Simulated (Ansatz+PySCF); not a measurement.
The numbers below are computed, except where a source is named.
## PySCF 2.14.0 run

```python
from pyscf import gto, scf, mp

mol = gto.M(atom="""
C 0.000000 0.000000 -0.665310
C 0.000000 0.000000 3.326550
H 0.000000 -0.931140 -1.240310
H 0.000000 0.931140 -1.240310
H 0.000000 -0.931140 3.901560
H 0.000000 0.931140 3.901560
""", basis='cc-pvdz', charge=0, spin=0)
mf = scf.UHF(mol)
mf.kernel()
pt = mp.MP2(mf, frozen=2).run()
print(mf.e_tot, pt.e_corr, pt.e_tot)
```

The script is written out from the run's settings.

Results

```yaml
Converged: yes
Reference_energy: -77.74673 hartree
Correlation_energy: -0.21875 hartree
Total_energy: -77.96548 hartree
```

This is not the lowest solution: another run reaches a determinant 2.70 eV lower. Caution: bonds are stretched, where a single reference can fail.
